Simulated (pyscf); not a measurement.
A first-order saddle from PySCF, ωB97X-D3(BJ)/def2-SVP:

```xyz
8

Cl    -0.7718     0.6527     0.5638
Ga     0.9267     1.1999    -0.8975
H      2.3086     1.1983    -0.1558
H      0.6231     0.6299    -2.3267
C     -1.3540    -1.1029     1.4677
H     -2.2142    -0.7994     2.0731
H     -1.6012    -1.7663     0.6334
H     -0.4793    -1.4097     2.0489
```
Charge 0, spin multiplicity 2.

Surface: doublet, charge 0. Lowest wavenumbers (cm⁻¹): 711i, 40, 85, 170, 298.

**Question.** Which two sides does it connect, and which bonds change?

**Answer.** Cl–GaH₂ (SMILES [Cl][GaH2]) + CH₃• (SMILES [CH3]) ⇌ H₃C–Cl (SMILES CCl) + GaH₂• (SMILES [GaH2]), an atom transfer read from left to right: Cl–Ga broken and C–Cl formed. At ωB97M-D3(BJ)/def2-TZVP it lies +109.9 kJ/mol from the left side and +23.3 kJ/mol from the right (each side as separated species at their lowest minima found). On the reactant side the descent ends in a bound adduct (not fully relaxed), 38.6 kJ/mol under the separated species and 152.5 kJ/mol under the saddle at ωB97X-D3(BJ)/def2-TZVP. On the product side the descent ends in an adduct with a Cl–Ga contact, 40.0 kJ/mol under the separated species and 51.7 kJ/mol under the saddle at ωB97X-D3(BJ)/def2-TZVP. What is counted as broken (Cl–Ga) persists as a longer contact in the product adduct; parting that adduct is a step of its own. One saddle was located; it need not be the lowest between these sides. The angle at the transferred Cl is 134°. Elements up to Kr have no core potential and no relativistic terms here.
